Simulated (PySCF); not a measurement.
Compound: 1,2-dichloroethane, C2H4Cl2.
Bonds: Cl1–C2, C2–C3, C3–Cl4. Hydrogens: H5, H6 on C2; H7, H8 on C3.

The same species was optimised twice, with GFN2-xTB and with PBE0-D3(BJ)/def2-SVP (PySCF), and the same property calculations (PySCF, gas phase) were run on both structures.

| coordinate | GFN2-xTB | PBE0-D3(BJ)/def2-SVP | change |
| --- | --- | --- | --- |
| C2–H6 (Å) | 1.090 | 1.098 | +0.008 |
| C3–H8 (Å) | 1.090 | 1.098 | +0.008 |
| C3–H7 (Å) | 1.090 | 1.098 | +0.008 |
| C2–H5 (Å) | 1.090 | 1.098 | +0.008 |
| C2–C3 (Å) | 1.514 | 1.510 | -0.004 |
| Cl1–C2 (Å) | 1.783 | 1.785 | +0.002 |
| C3–Cl4 (Å) | 1.784 | 1.785 | +0.001 |
| H7–C3–H8 (°) | 110.0 | 108.9 | -1.1 |
| H5–C2–H6 (°) | 110.0 | 108.9 | -1.1 |
| Cl1–C2–H6 (°) | 107.4 | 108.1 | +0.7 |
| Cl1–C2–H5 (°) | 107.4 | 108.0 | +0.6 |
| Cl4–C3–H7 (°) | 107.4 | 108.1 | +0.7 |
| Cl4–C3–H8 (°) | 107.4 | 108.0 | +0.6 |
| Cl1–C2–C3 (°) | 109.1 | 109.6 | +0.5 |
| C2–C3–Cl4 (°) | 109.2 | 109.6 | +0.4 |
| Cl1–C2–C3–Cl4 (°) | 180 | 180 | 0 |

Rotational constants: A = 29291, B = 1515, C = 1467 MHz (GFN2-xTB) against A = 29360, B = 1508, C = 1461 MHz (PBE0-D3(BJ)/def2-SVP). Point groups within 0.08 Å: C2h and C2h.

On the GFN2-xTB structure: HOMO (eV) -8.74 [PBE0/pcSseg-1]; LUMO (eV) 0.32 [PBE0/pcSseg-1]; GIAO shielding of Cl1/Cl4 (mean) (ppm) 855.4 [PBE0/pcSseg-1]; GIAO shielding of C2/C3 (mean) (ppm) 138.0 [PBE0/pcSseg-1].

Question: What do these properties become on the PBE0-D3(BJ)/def2-SVP structure?

Answer: 
```csv
property,level,on GFN2-xTB,on PBE0-D3(BJ)/def2-SVP,change
HOMO (eV),PBE0/pcSseg-1,-8.74,-8.76,-0.02
LUMO (eV),PBE0/pcSseg-1,0.32,0.28,-0.04
"energy, GFN2-xTB geometry as zero (kcal/mol)",PBE0/pcSseg-1,0.0,0.0,0.0
GIAO shielding of Cl1/Cl4 (mean) (ppm),PBE0/pcSseg-1,855.4,851.6,-3.8
GIAO shielding of C2/C3 (mean) (ppm),PBE0/pcSseg-1,138.0,136.7,-1.3
```

The heavy atoms differ by 0.005 Å rms after alignment. Among all bonds C2–H5, C2–H6, C3–H7 and C3–H8 change most and about equally (+0.008 Å). Changes are differences of the printed values. Neither structure is proved a minimum here.

Conformer computed: `[Cl:1][CH2:2][CH2:3][Cl:4]`: Cl1–C2–C3–Cl4 180°.
